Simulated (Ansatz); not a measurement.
# BHNSi: the cost of one run

The runs use Ansatz 0.2.0, Gaussian basis; def2-TZVPP, core rule «outside noble gas», up to 7 orbitals frozen.

The runs, in order: UHF; ROHF; CCSD(T) on UHF.

## (1) What is computed

The geometry is a PBE0/def2-TZVP stationary point (not a proven minimum) of the parent state, kept for this charge and spin.

4 atoms, charge 0, spin multiplicity 2.

Atoms are counted from 1 here; the program's logs count them from 0.

Bond lengths: B1–Si2 1.824 Å, Si2–N3 1.538 Å, N3–H4 0.996 Å. Angles: B1–Si2–N3 173.5°, Si2–N3–H4 161.9°.

## (2) UHF

in.yaml

```yaml
crystal:
  periodic: [false, false, false]
  atoms:
    - {symbol: B, position_ang: [0.000000, -0.062553, 2.375794]}
    - {symbol: Si, position_ang: [0.000010, 0.013734, 0.552939]}
    - {symbol: N, position_ang: [0.000006, -0.096050, -0.981036]}
    - {symbol: H, position_ang: [-0.000016, 0.144869, -1.947698]}
basis:
  gaussian: {orbitals: def2-TZVPP}
magnetization: {spin_polarized: true, initial_magnetization: 1}
hamiltonian: {xc: hf}
output: {orbitals: {seedname: orbitals}}
```

Run with:

```sh
$ ansatz run in.yaml --threads 1 --pin off --events-out ev --progress --plain --max-ram 4096MiB --backend cpu
```

What time and memory should one allow on 1 thread of AMD EPYC 7R13, shared host?

About 29 s, with a peak of 0.25 GiB.
